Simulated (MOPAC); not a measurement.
MOPAC input (MNDO):

```
MNDO PRECISE GNORM=0.05 LET XYZ GEO-OK AUX(PRECISION=9) THREADS=1
H4Si

Si   -0.00000000 1   -0.00000000 1    0.00000000 1
H     0.87559489 1    0.85467525 1    0.83309847 1
H    -0.82219976 1   -0.86546541 1    0.87529791 1
H    -0.88619780 1    0.85452031 1   -0.82197187 1
H     0.83280267 1   -0.84373015 1   -0.88642451 1
```

From the last part of the output:

```
                                                       MOPAC v23.2.5 Linux

          FINAL HEAT OF FORMATION =          1.18362 KCAL/MOL =       4.95225 KJ/MOL

          COSMO AREA              =         81.07 SQUARE ANGSTROMS
          COSMO VOLUME            =         66.43 CUBIC ANGSTROMS

          GRADIENT NORM           =          0.00901          =       0.00403 PER ATOM
          IONIZATION POTENTIAL    =         11.925683 EV
          HOMO LUMO ENERGIES (EV) =        -11.926  2.792
          NO. OF FILLED LEVELS    =          4
          MOLECULAR WEIGHT        =         32.1171         POINT GROUP:  Td

          MOLECULAR DIMENSIONS (Angstroms)

            Atom       Atom       Distance
            H     3    H     2     2.24696
            H     4    H     5     2.24696
            H     3    H     4     1.58884

          SCF CALCULATIONS        =          5

   ATOM   CHEMICAL          X               Y               Z
  NUMBER   SYMBOL      (ANGSTROMS)     (ANGSTROMS)     (ANGSTROMS)

     1      Si          0.00000000  *  -0.00000000  *  -0.00000000  *
     2       H          0.81390518  *   0.79445942  *   0.77440283  *
     3       H         -0.76427198  *  -0.80448936  *   0.81362912  *
     4       H         -0.82376106  *   0.79431540  *  -0.76406015  *
     5       H          0.77412786  *  -0.78428545  *  -0.82397180  *

                             CARTESIAN COORDINATES

   1   Si        0.000000000    -0.000000000    -0.000000000
   2    H        0.813905175     0.794459420     0.774402826
   3    H       -0.764271979    -0.804489365     0.813629121
   4    H       -0.823761060     0.794315396    -0.764060147
   5    H        0.774127862    -0.784285450    -0.823971797

           Empirical Formula: H4 Si  =     5 atoms

      MOLECULAR POINT GROUP   :   Td

                  EIGENVALUES
 -21.20174 -11.92568 -11.92568 -11.92568   2.79177   2.79177   2.79177   3.35905

              NET ATOMIC CHARGES AND DIPOLE CONTRIBUTIONS

  ATOM NO.   TYPE          CHARGE      No. of ELECS.   s-Pop       p-Pop
    1         Si           1.603245        2.3968     1.02391     1.37285
    2          H          -0.400811        1.4008     1.40081
    3          H          -0.400811        1.4008     1.40081
    4          H          -0.400811        1.4008     1.40081
    5          H          -0.400811        1.4008     1.40081
 DIPOLE           X         Y         Z       TOTAL
 POINT-CHG.     0.000    -0.000    -0.000     0.000
 HYBRID         0.000    -0.000    -0.000     0.000
 SUM            0.000    -0.000    -0.000     0.000

          ATOMIC ORBITAL ELECTRON POPULATIONS

     Atom    s        px        py        pz
    1 Si   1.02391   0.45762   0.45762   0.45762
    2  H   1.40081
    3  H   1.40081
    4  H   1.40081
    5  H   1.40081

 **********************
 *                    *
 * JOB ENDED NORMALLY *
 *                    *
 **********************

 == MOPAC DONE ==
```

The geometry given is a B3LYP-D3(BJ)/def2-TZVP minimum.
